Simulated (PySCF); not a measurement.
Compound: CH3 (charge +1).
Atom-mapped SMILES: `[CH3+:1]` (hydrogens: H2, H3, H4 on C1)

Structure used (PBE0-D3(BJ)/def2-SVP), in Å, numbered top down from 1:
```xyz
4
CH3 angstrom
C      0.005    0.002   -0.011
H      1.056   -0.325    0.077
H     -0.803   -0.747   -0.069
H     -0.237    1.079   -0.042
```

Level of theory: core-valence-separated Tamm–Dancoff BHandHLYP/aug-pcX-1 (pcseg-1 on H) in PySCF, non-relativistic, gas phase, PBE0-D3(BJ)/def2-SVP geometry. Absolute energies from this functional tend to lie a few eV below measured edges; no shift was applied.

The lowest roots of each edge with f over 0.003 (five at most, numbered afresh; weaker and dark ones are left out), with transition dipoles (au) in the frame of the coordinates:

| root | edge | E (eV) | μx | μy | μz |
| --- | --- | --- | --- | --- | --- |
| 1 | C | 279.25 | 0.0103 | -0.0014 | -0.1274 |
| 2 | C | 291.92 | 0.0783 | 0.0304 | 0.0060 |
| 3 | C | 291.92 | 0.0302 | -0.0785 | 0.0033 |
| 4 | C | 294.62 | 0.0039 | -0.0005 | -0.0475 |

Problem. What are the oscillator strengths?

Solution. f = (2/3) ΔE |μ|², with ΔE in hartree (27.2114 eV):

```tsv
root	ΔE (Eh)	|μ|² (au)	f	core hole on
1	10.2623	0.016343	0.112	C1
2	10.7278	0.007087	0.051	C1
3	10.7279	0.007089	0.051	C1
4	10.8269	0.002273	0.016	C1
```

Problem. What is the unit vector of the normal of the molecular plane, and which share of each root's |μ|² lies along it?

Solution. (-0.08, 0.01, 1.00), up to sign.

```csv
root,core hole on,share along it,final orbital under reflection in the plane
1,C1,1.00,odd
2,C1,0.00,even
3,C1,0.00,even
4,C1,1.00,odd
```

The 1s orbitals of atoms in the plane are even under the reflection, so light polarised along the normal reaches odd orbitals alone (the out-of-plane π set) and light polarised in the plane even ones.

Problem. For fixed molecules, how does the intensity of root 1 change when the electric field is turned 45° away from the normal of the molecular plane?

Solution. Intensity goes as (E·μ)², and μ lies along that direction, so it falls to cos²45° = 0.50 of its maximum; it vanishes at 90°.

Problem. Molecules are fixed in this frame and the field points along z. What effective strengths 3 f cos²θ do the roots have (θ between field and μ)?

Solution. root 1 (C1): 0.333, root 2 (C1): 0.001, root 3 (C1): 0.000, root 4 (C1): 0.049. Root 1 is the strongest. Averaged over all orientations cos²θ is 1/3, which gives f back. For degenerate partners only the sum has meaning, as the program may mix them freely.

